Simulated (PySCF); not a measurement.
System: C$_{2}$H$_{2}$F (charge 0, doublet). It need not be the lowest isomer of its formula. SMILES: C=[C]F
Coordinates optimised at B3LYP-D3(BJ)/def2-TZVP (Ansatz):
```
C
C 1 1.3099
F 2 1.3111 1 130.21
H 1 1.0791 2 120.12 3 180.00
H 1 1.0866 4 119.16 2 -180.00
```
Charge 0, spin multiplicity 2.

Dispersion corrections to the total energy (kcal/mol) from the dftd3 and dftd4 libraries through PySCF: D3(BJ) without and D4 with the three-body term, each with the damping fitted for the functional named.

```csv
functional,D3(BJ),D4
PBE0,-0.99,-0.89
HF,-12.65,…
HSE06,-0.69,-0.82
BLYP,…,-2.56
BHLYP,-1.58,-1.17
PBE,-1.21,-1.09
B2PLYP,…,-0.75
```

Q: Some entries are withheld; supply them.

A: 
- HF, D4: -4.73
- BLYP, D3(BJ): -2.57
- B2PLYP, D3(BJ): -0.91
